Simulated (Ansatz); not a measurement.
## singlet SiC2: levels of theory in one basis

```yaml
atoms:
  - { symbol: C, position_ang: [0.0000, 0.5778, -0.6355] }
  - { symbol: Si, position_ang: [0.0000, -1.1556, 0.0000] }
  - { symbol: C, position_ang: [0.0000, 0.5778, 0.6355] }
```

Basis set: def2-SVP (spherical functions). Frozen core: 7 orbitals. Charge 0, multiplicity 1.

Computed with Ansatz (development build ahead of 0.2.0); each method stands on the lowest determinant of its kind that the runs found.

```
     method  E − E(RHF) (eV)  <S²> of the determinant
        RHF             0.00                        –
        UHF            -0.04                     0.27
    RHF-MP2            -8.50                        –
RHF-CCSD(T)            -9.55                        –
UHF-CCSD(T)            -9.53                     0.27
```

Q: What does UHF-MP2 give on the same scale?

A: -8.20 eV.

Q: Is a single determinant a sound starting point here?

A: Only with care. Unrestricted orbitals gain 0.04 eV and <S²> is 0.27 against 0.00 for a pure state, so spin symmetry breaks but gains little energy; restricted orbitals can still serve.

Caution for UHF, UHF-MP2, UHF-CCSD(T): the unrestricted determinant is spin contaminated.
